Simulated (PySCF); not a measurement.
Numbering as in the mapped SMILES `[CH3:1][SiH2:2][OH:3]` (H(Xn): hydrogen on atom n).

GIAO PBE0/pcSseg-1 shifts (PySCF 2.14, gas phase, non-relativistic, equivalent atoms averaged), each against references optimised in the same way as the molecule (TMS, H2O).

On the GFN2-xTB geometry: C1 0.5, Si2 -16.6, O3 19.0, H(Si2) 5.08, H(O3) 0.71, H(C1) 0.19 ppm.

Question: What changes on the PBE0-D3(BJ)/def2-SVP geometry?

Answer: 
| atoms | δ (ppm) | change |
| --- | --- | --- |
| C1 | 0.8 | +0.3 |
| Si2 | -9.9 | +6.7 |
| O3 | 21.8 | +2.8 |
| H(Si2) | 4.94 | -0.14 |
| H(O3) | 0.40 | -0.31 |
| H(C1) | 0.25 | +0.06 |

Part of each change is the reference's own: σ(TMS, C) goes from 186.9 to 184.4 ppm, σ(TMS, Si) goes from 349.2 to 352.0 ppm, σ(H2O, O) goes from 336.1 to 334.6 ppm, σ(TMS, H) goes from 31.72 to 31.27 ppm.

Bonds between heavy atoms that differ most (equivalent bonds averaged): Si2–O3 1.629 → 1.671 Å, C1–Si2 1.899 → 1.873 Å. Mean change of bonds to hydrogen: C–H +0.015 Å, Si–H +0.033 Å, O–H +0.008 Å.
